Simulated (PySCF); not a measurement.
# Unknown compound

The spectra below were simulated for a compound C3H4F2O.

1H NMR (600 MHz, computed): δ 9.93 (tt, J = 3.7, 2.3 Hz, 1H), 5.85 (tt, J = 64.2, 4.8 Hz, 1H), 2.64 (tdd, J = 16.4, 4.8, 3.7 Hz, 2H).

13C{1H} NMR (computed): δ 203.0 (CH, t, J = 7.2 Hz), 119.1 (CH, t, J = 305.8 Hz), 52.8 (CH2, t, J = 16.8 Hz).

How the numbers were obtained: couplings computed with B3LYP/pcJ-1 (spin–dipole term only in couplings to heteroatoms), PBE0-D3(BJ)/def2-SVP structure, NMR shieldings at B97-2/pcSseg-2/GIAO, in PySCF (non-relativistic, single conformer, gas phase, averaged over atoms made equivalent by symmetry, fast rotation or ring inversion).

Referencing at the same level of theory: 1H (σref 31.36) and 13C (σref 183.46) against TMS.

Q: Propose a structure and justify it.

A: 
The formula gives 1 degree of unsaturation (no ring in the answer). 3 carbon signals for 3 carbons: no two carbons are equivalent. Carbon types of the structure: 2 × CH, 1 × CH2, which accounts for all hydrogens. δC 203.0: aldehyde carbonyl carbon; the double bond to the heteroatom, with no lone-pair donor beside it, deshields it most. δC 119.1: sp3 CH bonded to 2 F; 2 electronegative neighbours deshield it. δC 52.8: sp3 CH2 α to a carbonyl; α to the electron-withdrawing carbonyl group. δH 9.93: hydrogen on an aldehyde carbonyl carbon; the formyl region, downfield of aromatic protons. δH 5.85: hydrogen on an sp3 CH bonded to 2 F; its carbon carries F, hence the downfield position. δH 2.64: hydrogen on an sp3 CH2 α to a carbonyl; α to C=O. The protons at 2.64 and 5.85 share a coupling of 4.8 Hz (vicinal). The protons at 9.93 and 2.64 share a coupling of 3.7 Hz (vicinal).

Structure: `C(=O)CC(F)F`.

The shifts were computed for this structure.

Common functionals overestimate the size of one-bond C–F couplings by tens of Hz; these are unscaled. Splittings below 1 Hz are ignored in the labels, and close J values are merged. Unscaled 3J(H,H) at this level run about 10 % above measured values. Shifts are as computed. Against solution values, carbons near 30 ppm lie about +4 ppm off and those near 130 ppm about +7 ppm. Of 1211 compounds with measured shifts, 218 miss one by over three times the rms of a fit or turn the order of signals round; such compounds aren't used in these exercises. Couplings across =CH–CH2 type bonds come from one rotamer and its mirror image, and can be 1–2 Hz further off. Across freely rotating sp3–sp3 bonds, 3J(H,H) is taken as (2 J gauche + J anti)/3 from the one conformer, which assumes equal rotamer populations. 3J across rotatable bonds or in flexible rings reflects this conformer alone.
